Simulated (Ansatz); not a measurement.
Relaxation of BH$_{8}$NSi (11 atoms, charge 0, multiplicity 1), to a largest force component of 0.03 eV/Å in at most 50 steps.

Level of theory: RKS PBE-D4/6-31G* (Ansatz).

```xyz
11
Properties=species:S:1:pos:R:3
B 0.072 0.318 -0.064
H -0.705 0.616 0.804
H 1.255 0.498 0.101
H -0.358 -0.068 -1.128
N -0.299 -2.051 1.249
H -0.538 -2.517 0.376
Si 1.191 -2.370 2.113
H 1.414 -3.853 2.053
H 2.437 -1.699 1.599
H 0.982 -1.926 3.531
H -0.826 -1.162 1.372
```

Problem. Where does it end, and by what steps?

Solution. The forces met the threshold. After 11 steps the energy has fallen by 1.207 eV; H10 moved furthest, 1.01 Å. Joined: B1–N5 (2.73 → 1.67 Å).

```tsv
step	energy less start (eV)	largest force component (eV/Å)	accepted
0	0.0000	0.998	yes
1	-0.1711	1.738	yes
2	-0.4965	2.016	yes
3	-0.8489	2.065	yes
4	-0.9879	1.816	yes
5	-1.0049	0.697	yes
6	-1.1230	0.266	yes
7	-1.1602	0.367	yes
8	-1.1710	0.383	yes
9	-1.2046	0.060	yes
10	-1.2055	0.072	yes
11	-1.2071	0.019	yes
```

```xyz
11
Properties=species:S:1:pos:R:3
B 0.012 -0.109 0.403
H -0.504 0.452 1.355
H 1.221 0.096 0.327
H -0.565 0.064 -0.656
N -0.116 -1.739 0.748
H 0.039 -2.278 -0.115
Si 1.168 -2.104 1.993
H 0.884 -3.453 2.593
H 2.464 -2.141 1.260
H 1.092 -1.048 3.037
H -1.070 -1.957 1.062
```

Time of the run: 22 s on 1 thread of Arm Neoverse V2, on a shared host, peak memory 0.13 GiB.
